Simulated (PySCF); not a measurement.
Geometries of 2 isomers of C4H6S, from PySCF 2.14.0, PBE0-D3(BJ)/def2-SVP geometry optimisation, gas phase. One conformer each, no zero-point energy, no frequencies.

**Question.** Which isomer lies lower at this level?
A.
```xyz
11
angstrom
C     -1.873    0.523    0.109
C     -0.792   -0.144    0.512
C      0.260   -0.710   -0.401
C      1.537    0.063   -0.264
S      2.939   -0.506    0.301
H     -2.082    0.686   -0.953
H     -2.595    0.923    0.826
H     -0.610   -0.285    1.585
H     -0.084   -0.634   -1.447
H      0.456   -1.769   -0.170
H      1.454    1.122   -0.565
```
B.
```xyz
11
angstrom
C     -2.188    0.572    0.116
C     -0.878   -0.047   -0.004
C      0.214   -0.561   -0.119
C      1.532   -1.161   -0.223
S      2.849   -0.005   -0.756
H     -2.709    0.591   -0.853
H     -2.103    1.610    0.473
H     -2.824    0.024    0.829
H      1.539   -1.953   -0.990
H      1.823   -1.637    0.726
H      2.676    0.875    0.252
```

**Answer.** A. That is `C=CCC=S`, 9.5 kcal/mol below the other.

```tsv
SMILES	atoms numbered as above	E (Eh)	relative (kcal/mol)	relative (kJ/mol)	dipole (D)
C=CCC=S	[CH2:1]=[CH:2][CH2:3][CH:4]=[S:5]	-553.61283	0.0	0.0	2.23
CC#CCS	[CH3:1][C:2]#[C:3][CH2:4][SH:5]	-553.59766	9.5	39.8	1.78
```

As drawn, the lower has a C=S bond and a C=C bond outside aromatic rings, which the higher lacks; the higher has a C≡C bond and an S–H bond, which the lower lacks.
